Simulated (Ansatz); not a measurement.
This triplet lies within 0.05 eV of the relaxed singlet at the level frozen-core CCSD(T)/cc-pVTZ // B3LYP-D3(BJ)/def2-TZVP (Ansatz, a quantum-chemistry and plane-wave program).

All values below come from B3LYP-D3(BJ)/def2-TZVP in Ansatz. No frequencies were computed at this level.

Ansatz 0.2 input:
```yaml
crystal:
  periodic: [false, false, false]
  atoms:
    - { symbol: C, position_ang: [-1.334028, -0.070163, 0.020629] }
    - { symbol: C, position_ang: [-0.014008, -0.237889, -0.559722] }
    - { symbol: C, position_ang: [1.332183, 0.039431, -0.092551] }
    - { symbol: H, position_ang: [-1.543757, 0.982702, 0.263531] }
    - { symbol: H, position_ang: [-1.452284, -0.65429, 0.945985] }
    - { symbol: H, position_ang: [-2.10406, -0.404044, -0.676952] }
    - { symbol: H, position_ang: [2.066027, -0.244059, -0.849162] }
    - { symbol: H, position_ang: [1.478716, 1.108702, 0.123674] }
    - { symbol: H, position_ang: [1.571212, -0.520389, 0.824567] }
basis:
  gaussian: { orbitals: def2-tzvp }
hamiltonian:
  xc: b3lyp
  dispersion: d3bj
relax:
  max_steps: 150
magnetization:
  spin_polarized: true
  initial_magnetization: 2
```

Output:

```
Functional definition: B3LYP
804 factors; their error is unknown
mean field evaluation 1: about -3198.2549 eV, gradient 4.3e1 eV
mean field evaluation 2: about -3195.0408 eV, gradient 4.7e1 eV
mean field evaluation 4: about -3206.8152 eV, gradient 2.0e0 eV
mean field evaluation 8: about -3206.8356 eV, gradient 9.7e-2 eV
mean field evaluation 16: about -3206.8210 eV, gradient 4.1e-5 eV
mean field -3206.82104470 eV, -117.8484997313 hartree, gradient 2.9e-5 eV, S^2 2.006855; 0 other end points of the search recorded, 0 dependent functions left out
reference -3206.82130453 eV, -117.8485092800 hartree; 13, 11 occupied and 116, 118 virtual orbitals, 804 factors
relax step   1: F+E_penalty+E_count = -3207.02457321 eV  Δ(F+E_penalty+E_count) = +0.000e0 eV  max|allowed force component| = 1.978e-1 eV/Å  Δτ_max = 0.0000 Å  (30 SCF iters, accepted)
these checks for a lower state are left out or cut short: starts, cluster_reference, orbital_swaps, neighbouring_geometries, increment
804 factors; their error is unknown
mean field -3206.82799436 eV, -117.8487551265 hartree, gradient 2.1e-5 eV, S^2 2.006907; 0 other end points of the search recorded, 0 dependent functions left out
reference -3206.82825480 eV, -117.8487646975 hartree; 13, 11 occupied and 116, 118 virtual orbitals, 804 factors
relax step   2: F+E_penalty+E_count = -3207.03075103 eV  Δ(F+E_penalty+E_count) = -6.178e-3 eV  max|allowed force component| = 9.648e-2 eV/Å  Δτ_max = 0.0190 Å  (32 SCF iters, accepted)
these checks for a lower state are left out or cut short: starts, cluster_reference, orbital_swaps, neighbouring_geometries, increment
804 factors; their error is unknown
mean field evaluation 32: about -3206.8287 eV, gradient 2.1e-5 eV
mean field -3206.82874877 eV, -117.8487828505 hartree, gradient 2.1e-5 eV, S^2 2.006893; 0 other end points of the search recorded, 0 dependent functions left out
reference -3206.82900932 eV, -117.8487924256 hartree; 13, 11 occupied and 116, 118 virtual orbitals, 804 factors
relax step   3: F+E_penalty+E_count = -3207.03133029 eV  Δ(F+E_penalty+E_count) = -5.793e-4 eV  max|allowed force component| = 2.655e-2 eV/Å  Δτ_max = 0.0064 Å  (33 SCF iters, accepted)
these checks for a lower state are left out or cut short: starts, cluster_reference, orbital_swaps, neighbouring_geometries, increment
804 factors; their error is unknown
mean field -3206.82866322 eV, -117.8487797067 hartree, gradient 2.1e-5 eV, S^2 2.006856; 0 other end points of the search recorded, 0 dependent functions left out
reference -3206.82892362 eV, -117.8487892762 hartree; 13, 11 occupied and 116, 118 virtual orbitals, 804 factors
relax step   4: F+E_penalty+E_count = -3207.03139061 eV  Δ(F+E_penalty+E_count) = -6.031e-5 eV  max|allowed force component| = 1.124e-2 eV/Å  Δτ_max = 0.0051 Å  (32 SCF iters, accepted)
these checks for a lower state are left out or cut short: starts, cluster_reference, orbital_swaps, neighbouring_geometries, increment
804 factors; their error is unknown
mean field -3206.82868721 eV, -117.8487805883 hartree, gradient 2.1e-5 eV, S^2 2.006864; 0 other end points of the search recorded, 0 dependent functions left out
reference -3206.82894760 eV, -117.8487901577 hartree; 13, 11 occupied and 116, 118 virtual orbitals, 804 factors
relax step   5: F+E_penalty+E_count = -3207.03139695 eV  Δ(F+E_penalty+E_count) = -6.347e-6 eV  max|allowed force component| = 2.176e-3 eV/Å  Δτ_max = 0.0009 Å  (32 SCF iters, accepted)
804 factors; their error is unknown
mean field evaluation 64: about -3206.8287 eV, gradient 7.5e-3 eV
mean field -3206.82868721 eV, -117.8487805883 hartree, gradient 2.1e-5 eV, S^2 2.006864; 1 other end points of the search recorded, 0 dependent functions left out
reference -3206.82894760 eV, -117.8487901577 hartree; 13, 11 occupied and 116, 118 virtual orbitals, 804 factors
Total energy: -3207.03165735 eV, -117.8562396035 hartree
Atom 0 at    -1.342675    -0.071611     0.016520 Å, force     0.001046     0.000124    -0.000200 eV/Å
Atom 1 at    -0.014289    -0.243135    -0.572223 Å, force    -0.000057    -0.000894    -0.002176 eV/Å
Atom 2 at     1.340669     0.037483    -0.096841 Å, force    -0.001045    -0.000185    -0.000018 eV/Å
Atom 3 at    -1.551951     0.981787     0.260710 Å, force    -0.000699    -0.000081     0.000712 eV/Å
Atom 4 at    -1.457618    -0.647370     0.948375 Å, force    -0.000704     0.000561     0.000637 eV/Å
Atom 5 at    -2.128989    -0.404986    -0.665405 Å, force     0.000786    -0.000080    -0.000105 eV/Å
Atom 6 at     2.091329    -0.235760    -0.842696 Å, force    -0.000795    -0.000028    -0.000087 eV/Å
Atom 7 at     1.484542     1.105594     0.130108 Å, force     0.000714     0.000039     0.000813 eV/Å
Atom 8 at     1.578984    -0.522000     0.821449 Å, force     0.000755     0.000542     0.000424 eV/Å
Dipole moment:     0.003667     0.062401     0.146860 e Å
```

Cost: very roughly 19 core-seconds.
